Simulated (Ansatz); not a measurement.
SiH2⁺. The state is a doublet with charge 1. Geometry r2SCAN-D4/def2-TZVP, that of the neutral singlet; atoms count from 1.

Cartesian coordinates in Å:
```
Si -0.123 0.038 -0.702
H 0.870 -0.720 0.172
H -0.748 0.683 0.530
```

Q: Estimate the Mulliken populations from the PBE0/def2-TZVP orbitals of Ansatz.

A: 
```csv
atom,charge (e),spin (α − β)
Si1,0.64,0.77
H2,0.18,0.11
H3,0.18,0.11
```
Mulliken values depend strongly on the basis.

Q: Where does the spin sit?

A: Summed by element: Si 0.77, H 0.23, of 1 unpaired in all. Largest on single atoms: Si1 0.77, H2 0.11, H3 0.11.
